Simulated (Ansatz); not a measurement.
We consider litharge SnO, described by r²SCAN+SOC (Ansatz, a first-principles code, PAW).

Settings: plane-wave cutoff 560 eV, 10×10×8 k mesh (along the axes of the cell as run), Fermi–Dirac smearing 0.01 eV, PAW data made under PBE.

Cell (relaxed at this level):

```yaml
crystal:
  lattice:
    - [3.80628, 0.00000, 0.00000]
    - [0.00000, 3.80628, 0.00000]
    - [0.00000, 0.00000, 4.93584]
  atoms:
    - { symbol: Sn, position: [0.50000, 0.00000, 0.76751] }
    - { symbol: Sn, position: [0.00000, 0.50000, 0.23249] }
    - { symbol: O, position: [0.50000, 0.50000, 0.00000] }
    - { symbol: O, position: [0.00000, 0.00000, 0.00000] }
```

### Question
Estimate the bulk modulus B0, band gap, smallest direct gap on the k points sampled and direct gap at Γ that the calculation returns.

### Answer

bulk modulus B0: 23.2 GPa
band gap: 0.35 eV (indirect)
smallest direct gap on the k points sampled: 2.34 eV
direct gap at Γ: 2.35 eV

Measured, for comparison: bulk modulus 35 ± 1 GPa (temperature not stated, no zero-point or thermal correction, equation of state from high-pressure X-ray diffraction; as tabulated in Giefers, Porsch, Wortmann, Structural study of SnO at high pressure …). Computed (rounded) less measured: bulk modulus -34 %.

Note: the cell comes from a level without a dispersion term, which matters for the spacing of layers, chains or molecules; the bulk modulus comes from volumes at which shape and atoms were relaxed.

The computed numbers hold no vibrational or temperature effects.

It cost roughly 100 core-minutes of CPU time.
